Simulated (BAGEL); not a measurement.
# SiH2OF (SMILES O[SiH]F), step by step

We compute a series of 8 runs (UHF/def2-SVP) of FH2OSi. 

The results are computed with BAGEL 1.2.2.

2 further runs of the same task are left out: 2 set aside as unsound or not needed.

### Step 1. The system as given

The species is SiH2OF (5 atoms), meant as a doublet with charge 0. As SMILES, `O[SiH]F`. One bond was lengthened or shortened from a relaxed shape.

Bond lengths: O1–Si2 1.636 Å, Si2–F3 1.603 Å, O1–H4 0.959 Å, Si2–H5 1.267 Å. Angles: O1–Si2–F3 110.5°, O1–Si2–H5 105.3°, F3–Si2–H5 107.6°, Si2–O1–H4 119.2°.

### Step 2. A single-point energy at UHF/def2-SVP (density fitting with svp-jkfit) (run 1)

hf.json

```json
{ "bagel": [

{
  "title": "molecule",
  "basis": "svp",
  "df_basis": "svp-jkfit",
  "angstrom": "true",
  "geometry": [
    { "atom": "O", "xyz": [      -0.404479,      -0.957840,      -0.289604 ] },
    { "atom": "Si", "xyz": [       0.494621,       0.172460,       0.479796 ] },
    { "atom": "F", "xyz": [       0.417721,       1.573260,      -0.296404 ] },
    { "atom": "H", "xyz": [      -1.353779,      -0.838340,      -0.351304 ] },
    { "atom": "H", "xyz": [       1.688800,      -0.242600,       0.404400 ] }
  ]
},

{
  "title": "uhf",
  "nopen": 1
},

{
  "title": "print",
  "file": "orbitals.molden",
  "orbitals": "true"
}

]}
```

The run is started by

```sh
$ BAGEL_NUM_THREADS=1 BAGEL hf.json > hf.out
```

The log of the run:

```text
* using 1 threads per process

  ===============================================================
  ===============================================================

  *** Geometry ***

  { "atom" : "O", "xyz" : [     -0.764355,     -1.810055,     -0.547272 ] },
  { "atom" : "Si", "xyz" : [      0.934698,      0.325902,      0.906683 ] },
  { "atom" : "F", "xyz" : [      0.789378,      2.973031,     -0.560122 ] },
  { "atom" : "H", "xyz" : [     -2.558272,     -1.584233,     -0.663868 ] },
  { "atom" : "H", "xyz" : [      3.191369,     -0.458448,      0.764205 ] },

  Number of auxiliary basis functions:      318

  Since a DF basis is specified, we compute 2- and 3-index integrals:
    o Being stored without compression. Storage requirement is 0.008 GB

  Number of basis functions:       56
  Number of electrons      :       33

    * METHOD: MOLECULE                             0.08

  *** Open-shell HF ***

  === Nuclear Repulsion ===
   111.2886148453

      * DIIS with orbital gradients will be used.

  === UHF iteration (svp) ===
      0       -463.96435617          0.06008205           0.04
      1       -464.10946238          0.04022840           0.04
      2       -464.16431408          0.02508169           0.04
      3       -464.19896143          0.00119279           0.04
      4       -464.19934483          0.00047830           0.04
      5       -464.19938855          0.00017144           0.04
      6       -464.19940223          0.00005994           0.04
      7       -464.19940498          0.00001792           0.04
      8       -464.19940533          0.00000573           0.04
      9       -464.19940538          0.00000226           0.04
     10       -464.19940538          0.00000094           0.04
     11       -464.19940538          0.00000026           0.04
     12       -464.19940538          0.00000012           0.04
     13       -464.19940538          0.00000006           0.04
     14       -464.19940538          0.00000004           0.04
     15       -464.19940538          0.00000002           0.04
     16       -464.19940538          0.00000001           0.04
    * SCF iteration converged.

    * S^2 (UHF) is 0.7525

    * Permanent dipole moment:
           (    0.413344,     0.238329,    -0.473162) a.u.

    * METHOD: UHF                                  0.77

    * METHOD: PRINT                                0.01

  ===============================================================
```

Run time: 0.99 s. Hardware: 1 thread of Arm Neoverse V1, shared host; peak memory 0.15 GiB.

### Step 3. Bond 5-2 at 1.490 A: the energy at UHF/def2-SVP (density fitting with svp-jkfit) (run 2)

input.json

```json
{ "bagel" : [

{
  "title" : "molecule",
  "basis" : "svp",
  "df_basis" : "svp-jkfit",
  "angstrom" : true,
  "geometry" : [
    { "atom" : "O", "xyz" : [   -0.615216,   -0.884594,   -0.276299 ] },
    { "atom" : "Si", "xyz" : [    0.283884,    0.245706,    0.493101 ] },
    { "atom" : "F", "xyz" : [    0.206984,    1.646506,   -0.283099 ] },
    { "atom" : "H", "xyz" : [   -1.564516,   -0.765094,   -0.337999 ] },
    { "atom" : "H", "xyz" : [    1.688800,   -0.242600,    0.404400 ] }
  ]
},
{ "title" : "uhf", "nopen" : 1 },
{ "title" : "print", "file" : "orbitals.molden", "orbitals" : true }

]}
```

The run is started by

```sh
$ BAGEL_NUM_THREADS=1 BAGEL input.json > input.out
```

The log of the run:

```text
* using 1 threads per process

  ===============================================================
  ===============================================================

  *** Geometry ***

  { "atom" : "O", "xyz" : [     -1.162590,     -1.671640,     -0.522129 ] },
  { "atom" : "Si", "xyz" : [      0.536463,      0.464317,      0.931826 ] },
  { "atom" : "F", "xyz" : [      0.391143,      3.111445,     -0.534980 ] },
  { "atom" : "H", "xyz" : [     -2.956507,     -1.445818,     -0.638726 ] },
  { "atom" : "H", "xyz" : [      3.191369,     -0.458448,      0.764205 ] },

  Number of auxiliary basis functions:      318

  Since a DF basis is specified, we compute 2- and 3-index integrals:
    o Being stored without compression. Storage requirement is 0.008 GB

  Number of basis functions:       56
  Number of electrons      :       33

    * METHOD: MOLECULE                             0.08

  *** Open-shell HF ***

  === Nuclear Repulsion ===
   110.1366897386

      * DIIS with orbital gradients will be used.

  === UHF iteration (svp) ===
      0       -463.98274421          0.06016715           0.04
      1       -464.12840757          0.04058139           0.04
      2       -464.18476118          0.02544992           0.04
      3       -464.22059989          0.00122413           0.04
      4       -464.22107619          0.00050363           0.04
      5       -464.22113679          0.00019851           0.04
      6       -464.22115867          0.00007162           0.04
      7       -464.22116448          0.00002417           0.04
      8       -464.22116569          0.00000907           0.04
      9       -464.22116594          0.00000388           0.04
     10       -464.22116598          0.00000178           0.04
     11       -464.22116599          0.00000065           0.04
     12       -464.22116599          0.00000025           0.04
     13       -464.22116599          0.00000012           0.04
     14       -464.22116599          0.00000005           0.04
     15       -464.22116599          0.00000003           0.04
     16       -464.22116599          0.00000001           0.04
     17       -464.22116599          0.00000001           0.04
    * SCF iteration converged.

    * S^2 (UHF) is 0.7535

    * Permanent dipole moment:
           (    0.538121,     0.203887,    -0.471082) a.u.

    * METHOD: UHF                                  0.82

    * METHOD: PRINT                                0.01

  ===============================================================
```

It took 1.1 s on 1 thread of Arm Neoverse V1, shared host; peak memory 0.15 GiB.

Run 3 isn't shown in full; the table further down has it.

### Step 4. Bond 5-2 at 2.011 A: a single-point energy at UHF/def2-SVP (density fitting with svp-jkfit) (run 4)

hf.json

```json
{ "bagel" : [

{
  "title" : "molecule",
  "basis" : "svp",
  "df_basis" : "svp-jkfit",
  "angstrom" : "true",
  "geometry" : [
    { "atom" : "O", "xyz" : [      -1.106937,      -0.713687,      -0.245254 ] },
    { "atom" : "Si", "xyz" : [      -0.207837,       0.416613,       0.524146 ] },
    { "atom" : "F", "xyz" : [      -0.284737,       1.817413,      -0.252054 ] },
    { "atom" : "H", "xyz" : [      -2.056237,      -0.594187,      -0.306954 ] },
    { "atom" : "H", "xyz" : [       1.688800,      -0.242600,       0.404400 ] }
  ]
},

{ "title" : "uhf", "nopen" : 1 },

{ "title" : "print", "file" : "orbitals.molden", "orbitals" : "true" }

]}
```

The run is started by

```sh
$ BAGEL_NUM_THREADS=1 BAGEL hf.json > hf.out
```

The log of the run:

```text
* using 1 threads per process

  ===============================================================
  ===============================================================

  *** Geometry ***

  { "atom" : "O", "xyz" : [     -2.091808,     -1.348673,     -0.463463 ] },
  { "atom" : "Si", "xyz" : [     -0.392755,      0.787284,      0.990492 ] },
  { "atom" : "F", "xyz" : [     -0.538075,      3.434413,     -0.476313 ] },
  { "atom" : "H", "xyz" : [     -3.885725,     -1.122851,     -0.580059 ] },
  { "atom" : "H", "xyz" : [      3.191369,     -0.458448,      0.764205 ] },

  Number of auxiliary basis functions:      318

  Since a DF basis is specified, we compute 2- and 3-index integrals:
    o Being stored without compression. Storage requirement is 0.008 GB

  Number of basis functions:       56
  Number of electrons      :       33

    * METHOD: MOLECULE                             0.08

  *** Open-shell HF ***

  === Nuclear Repulsion ===
   108.3021923797

      * DIIS with orbital gradients will be used.

  === UHF iteration (svp) ===
      0       -463.92976851          0.06028589           0.04
      1       -464.07369286          0.04158155           0.04
      2       -464.13324212          0.02641798           0.04
      3       -464.17233568          0.00110135           0.04
      4       -464.17340076          0.00044585           0.04
      5       -464.17362023          0.00014785           0.04
      6       -464.17371949          0.00007745           0.04
      7       -464.17376052          0.00007149           0.04
      8       -464.17378004          0.00006624           0.04
      9       -464.17381685          0.00004475           0.04
     10       -464.17383374          0.00001793           0.04
     11       -464.17383436          0.00000665           0.04
     12       -464.17383439          0.00000231           0.04
     13       -464.17383441          0.00000115           0.04
     14       -464.17383442          0.00000052           0.04
     15       -464.17383442          0.00000027           0.04
     16       -464.17383442          0.00000021           0.04
     17       -464.17383442          0.00000012           0.04
     18       -464.17383442          0.00000005           0.04
     19       -464.17383442          0.00000002           0.04
     20       -464.17383442          0.00000001           0.04
    * SCF iteration converged.

    * S^2 (UHF) is 0.8301

    * Permanent dipole moment:
           (    0.874957,     0.110960,    -0.388937) a.u.

    * METHOD: UHF                                  0.93

    * METHOD: PRINT                                0.01

  ===============================================================
```

Run time: 1.1 s. Hardware: 1 thread of Arm Neoverse V1, shared host; peak memory 0.15 GiB.

Runs 5 to 7 aren't shown in full; the table further down has their settings and results.

### Step 5. Bond 5-2 at 4.172 A: the energy at UHF/def2-SVP (density fitting with svp-jkfit) (run 8)

input.json

```json
{ "bagel" : [

{
  "title" : "molecule",
  "basis" : "svp",
  "df_basis" : "svp-jkfit",
  "angstrom" : true,
  "geometry" : [
    { "atom" : "O", "xyz" : [   -3.144066,   -0.005644,   -0.116637 ] },
    { "atom" : "Si", "xyz" : [   -2.244966,    1.124656,    0.652763 ] },
    { "atom" : "F", "xyz" : [   -2.321866,    2.525456,   -0.123437 ] },
    { "atom" : "H", "xyz" : [   -4.093366,    0.113856,   -0.178337 ] },
    { "atom" : "H", "xyz" : [    1.688800,   -0.242600,    0.404400 ] }
  ]
},
{ "title" : "uhf", "charge" : 0, "nopen" : 1 },
{ "title" : "print", "file" : "orbitals.molden", "orbitals" : true }

]}
```

The run is started by

```sh
$ BAGEL_NUM_THREADS=1 BAGEL input.json > input.out
```

The log of the run:

```text
* using 1 threads per process

  ===============================================================
  ===============================================================

  *** Geometry ***

  { "atom" : "O", "xyz" : [     -5.941424,     -0.010666,     -0.220412 ] },
  { "atom" : "Si", "xyz" : [     -4.242371,      2.125292,      1.233543 ] },
  { "atom" : "F", "xyz" : [     -4.387691,      4.772420,     -0.233262 ] },
  { "atom" : "H", "xyz" : [     -7.735341,      0.215157,     -0.337008 ] },
  { "atom" : "H", "xyz" : [      3.191369,     -0.458448,      0.764205 ] },

  Number of auxiliary basis functions:      318

  Since a DF basis is specified, we compute 2- and 3-index integrals:
    o Being stored without compression. Storage requirement is 0.008 GB

  Number of basis functions:       56
  Number of electrons      :       33

    * METHOD: MOLECULE                             0.08

  *** Open-shell HF ***

  === Nuclear Repulsion ===
   105.1066677689

      * DIIS with orbital gradients will be used.

  === UHF iteration (svp) ===
      0       -463.88917886          0.06216672           0.04
      1       -464.03740637          0.04373954           0.04
      2       -464.09815692          0.02775996           0.04
      3       -464.14007295          0.00109367           0.04
      4       -464.14034221          0.00042807           0.04
      5       -464.14036354          0.00013251           0.04
      6       -464.14036666          0.00003558           0.04
      7       -464.14036720          0.00000832           0.04
      8       -464.14036752          0.00000185           0.04
      9       -464.14036782          0.00000092           0.04
     10       -464.14036809          0.00000069           0.04
     11       -464.14036843          0.00000060           0.04
     12       -464.14036862          0.00000061           0.04
     13       -464.14036849          0.00000060           0.04
     14       -464.14036661          0.00000057           0.04
     15       -464.14036268          0.00000078           0.04
     16       -464.14036145          0.00000133           0.04
     17       -464.14035897          0.00000195           0.04
     18       -464.14035916          0.00000123           0.04
     19       -464.14035617          0.00000259           0.04
     20       -464.14035522          0.00000063           0.04
     21       -464.14035470          0.00000087           0.04
     22       -464.14035460          0.00000037           0.04
     23       -464.14035458          0.00000014           0.04
     24       -464.14035458          0.00000010           0.04
     25       -464.14035458          0.00000003           0.04
     26       -464.14035458          0.00000000           0.04
    * SCF iteration converged.

    * S^2 (UHF) is 0.7538

    * Permanent dipole moment:
           (    0.748799,     0.174445,    -0.065850) a.u.

    * METHOD: UHF                                  1.20

    * METHOD: PRINT                                0.01

  ===============================================================
```

It took 1.4 s on 1 thread of Arm Neoverse V1, shared host; peak memory 0.15 GiB.

### Step 6. All runs side by side

```tsv
run	partner	energy (Eh)	dipole moment (D)	⟨S²⟩	wall time
1	bond 5-2 at 1.266 A	-464.199405	1.71	0.752	0.99 s
2	bond 5-2 at 1.490 A	-464.221166	1.89	0.753	1.1 s
3	bond 5-2 at 1.713 A	-464.206818	2.16	0.759	1.1 s
4	bond 5-2 at 2.011 A	-464.173834	2.45	0.830	1.1 s
5	bond 5-2 at 2.384 A	-464.149192	2.22	0.965	1.1 s
6	bond 5-2 at 2.831 A	-464.141667	1.99	0.938	1.1 s
7	bond 5-2 at 3.427 A	not converged	–	–	4.5 s
8	bond 5-2 at 4.172 A	-464.140355	1.96	0.754	1.4 s
```

### Step 7. Results

```
                          quantity          value
 bond 5-2 at 4.172 A: total energy  -464.14035 Eh
bond 5-2 at 4.172 A: dipole moment         1.96 D
         bond 5-2 at 4.172 A: ⟨S²⟩          0.754
```

What this shows: The lowest energy is that of run 2; the highest lies 2.199 eV above it. Spin contamination of the reference: run 5 ⟨S²⟩ = 0.96, run 6 ⟨S²⟩ = 0.94. All runs together took 12 s, the longest 4.5 s. 1 of the 8 runs did not end normally.
